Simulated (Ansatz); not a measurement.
## Worked example: correlation energy of [BH₂···H···Br], doublet

Geometry: a point of a hydrogen-transfer path between rigid fragments, not a stationary point.

```xyz
5

B    -3.0212    0.0000    0.0000
H    -3.6180    1.0336    0.0000
H    -3.6180   -1.0336    0.0000
H    -1.2462    0.0000    0.0000
Br    0.5158    0.0000    0.0000
```

Basis cc-pVDZ; Ansatz 0.2.0. Only valence electrons are correlated (noble-gas cores and the filled d shells of p-block atoms frozen), which leaves 13 electrons in 41 orbitals. Prefix R: restricted or restricted open-shell reference; prefix U: unrestricted. No spin–orbit coupling is included, and no scalar relativity.

Full CI isn't at hand for all of this; UCCSDT(Q) serves as the reference, and is uncertain by about the last step of the cluster series.

Runs differ by some tens of microhartree through their thresholds and, for an open shell, their frozen cores, so steps under 0.03 kcal/mol mean nothing.

| level | total energy (hartree) |
| --- | --- |
| UHF | -2598.706738 |
| UMP2 | -2598.903268 |
| UCCSD | -2598.941237 |
| UCCSD(T) | -2598.945561 |
| UCCSDT | -2598.946458 |
| UCCSDT(Q) | -2598.946811 |

**Question.** What is the correlation energy at UCCSDT(Q), and what share of it do UMP2 and UCCSD(T) recover?

**Answer.** E(corr) = -2598.946811 − (-2598.706738) = -0.240073 hartree = -6.533 eV. UMP2: -0.196530 / -0.240073 = 81.86 %. UCCSD(T): -0.238823 / -0.240073 = 99.48 %.

**Question.** By how many kcal/mol does UCCSD(T) miss UCCSDT(Q) (1 hartree = 627.509 kcal/mol), and which steps make up the rest?

**Answer.** -2598.945561 − (-2598.946811) = 0.001250 hartree = 0.78 kcal/mol. Steps: UCCSDT − UCCSD(T) = -0.56, UCCSDT(Q) − UCCSDT = -0.22 kcal/mol. That is within 1 kcal/mol of the reference in this basis, which itself misses far more of the correlation at the basis-set limit.
